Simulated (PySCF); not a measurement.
**Ionising BO**

ROHF-CCSD(T); B cc-pVDZ, O cc-pVDZ; no relativity (PySCF 2.14). Neutral (ROHF): doublet (σ ↑), Re = 1.220 Å, ωe = 1838 cm⁻¹, De = 7.67 eV.

BO⁺ (RHF): singlet (closed shell), Re = 1.225 Å, ωe = 1725 cm⁻¹, De = 2.94 eV to B⁺ + O. The energies at the minima are -99.78110 hartree for BO and -99.31107 for BO⁺.

(1) Work out the adiabatic ionisation energy, without and with harmonic zero-point energies (1 hartree = 27.2114 eV, 1 eV = 8065.5 cm⁻¹), and the change of the bond length.

Correlated steps freeze 2 core orbitals. Correlated levels converge slowly with the basis: in double zeta they bind strong bonds too weakly, by up to about 1 eV, and carry superposition errors of some tenths. For an ion De counts to the pair picked by the measured ionisation energies or electron affinities, which need not be the lowest pair at this level. Where the molecule has an RHF reference, its open-shell atoms are computed with UHF. The CCSD T1 diagnostic is raised in BO⁺, a sign that a single reference may not be enough there. States were picked by a PBE0 search and need not be the measured ground states.

Answers

(1) At CCSD(T): 0.47003 hartree = 12.790 eV between the minima; the zero-point term (1725.0 − 1838.0)/2 cm⁻¹ = -0.007 eV makes it 12.783 eV. Re changes by +0.5 pm against the neutral. The electron leaves a σ orbital, and the small change of length marks it as nearly non-bonding.
